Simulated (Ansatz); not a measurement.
**SiH₃O (doublet): from Hartree-Fock to the top rungs at distance Si1–O2 = 2.071 Å, cc-pVDZ**

An exercise on one series of results from a longer session: the logs are not shown, and one member is left open.

The runs use Ansatz 0.2.0, Gaussian basis; cc-pVDZ, core rule «outside noble gas», up to 6 orbitals frozen.

The runs, in order: UHF; CCSD(T) on ROHF; CCSD(T) on UHF; BCCD(T) on ROHF; CISD; CCSDT(Q) on ROHF; CCSDT(Q) on UHF; CASSCF and MRCISD+Q, 3 electrons in 3 orbitals; CASSCF and NEVPT2, 3 electrons in 3 orbitals.

26 further runs of the same task are left out: 1 for a mislabelled method, 1 for a known fault of the program, 20 that didn't finish, 4 set aside as unsound or not needed.

### The system

The geometry derives from a PBE0/def2-TZVP stationary point (not a proven minimum). One bond is set to the value named and the two fragments are kept rigid.

5 atoms, charge 0, spin multiplicity 2.

Atoms are counted from 1 here; the program's logs count them from 0.

Bond lengths: Si1–H3 1.493 Å, Si1–H4 1.485 Å, Si1–H5 1.485 Å. Angles: H3–Si1–H4 110.4°, H3–Si1–H5 110.4°, H4–Si1–H5 110.2°.

The first run:

in.yaml reads:

```yaml
crystal:
  periodic: [false, false, false]
  atoms:
    - {symbol: Si, position_ang: [0.006259, 0.000000, 0.673220]}
    - {symbol: O, position_ang: [-0.026253, 0.000002, -1.397525]}
    - {symbol: H, position_ang: [1.478468, -0.000114, 0.923626]}
    - {symbol: H, position_ang: [-0.617982, 1.217950, 1.250516]}
    - {symbol: H, position_ang: [-0.618170, -1.217854, 1.250516]}
basis:
  gaussian: {orbitals: cc-pVDZ}
magnetization: {spin_polarized: true, initial_magnetization: 1}
hamiltonian: {xc: hf}
output: {orbitals: {seedname: orbitals}}
```

Launch:

```bash
$ ansatz run in.yaml --threads 1 --pin off --events-out ev --progress --plain --max-ram 2393MiB
```

Steps of the session up to this table: UHF; CCSD(T) on ROHF; CCSD(T) on UHF; BCCD(T) on ROHF; CISD; CCSDT(Q) on ROHF; CCSDT(Q) on UHF; CASSCF and MRCISD+Q, 3 electrons in 3 orbitals; CASSCF and NEVPT2, 3 electrons in 3 orbitals.

One table of the session follows, with a row left open; its other results are not shown here.

```
       method  from UCCSDT(Q) (kJ/mol)
         ROHF                   +783.4
          UHF                   +771.2
         RMP2                   +117.9
         UMP2                   +119.1
         CISD                        ?
        RCCSD                    +21.4
        UCCSD                    +21.1
     RCCSD(T)                     +4.8
     UCCSD(T)                     +4.9
      BCCD(T)                     +4.9
       RCCSDT                     +1.8
       UCCSDT                     +1.7
    RCCSDT(Q)                     +0.3
    UCCSDT(Q)                        0
  CASSCF pair                   +705.8
  NEVPT2 pair                   +109.6
  MRCISD pair                    +65.7
MRCISD+Q pair                     +6.7
```

Q: Estimate the row for CISD from the others.

As computed: from UCCSDT(Q) (kJ/mol): +82.4. In the column «from UCCSDT(Q) (kJ/mol)» it lies between MRCISD pair (+65.7) and NEVPT2 pair (+109.6).

Caveats from the session: Restricted and unrestricted rows rest on different reference determinants; where their highest levels disagree by more than a few hundredths of an eV, they describe different states and don't form one ladder.
